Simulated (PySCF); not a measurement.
# C3H2: the cost of one run

Programs: PySCF 2.14.0, with routines of our own; each step states its level. All values are computed. Atoms count from 0.

### Step 1. The starting structure

5 atoms, charge 0, multiplicity 3; geometry from: GFN2-xTB.

### Step 2. Open-shell or spin-flip excitations: unrestricted TDDFT PBE0/def2-SVPD

What the job is given:

```
{"job": {"kind": "uabs", "xc": "PBE0", "basis": "def2-SVPD", "nstates": 10, "tda": false}, "charge": 0, "multiplicity": 3}
C     -1.257873     0.055515    -0.029944
C      0.001620    -0.001058    -0.002512
C      1.261244    -0.056489     0.020193
H     -2.303461     0.102416    -0.049303
H      2.307092    -0.097531     0.044382
```

With the program's defaults for keys left out, this is: unrestricted TDDFT PBE0/def2-SVPD, vertical, gas phase, core orbitals frozen in the response.

Command:

```sh
OMP_NUM_THREADS=1 python excited_run.py task.json out
```

The driver reads the jobs from task.json and runs them one after another.

Q: Estimate the wall time and peak memory of this first job on 1 thread of Arm Neoverse V1, shared host.

About 5.8 s, with a peak of 0.31 GiB.
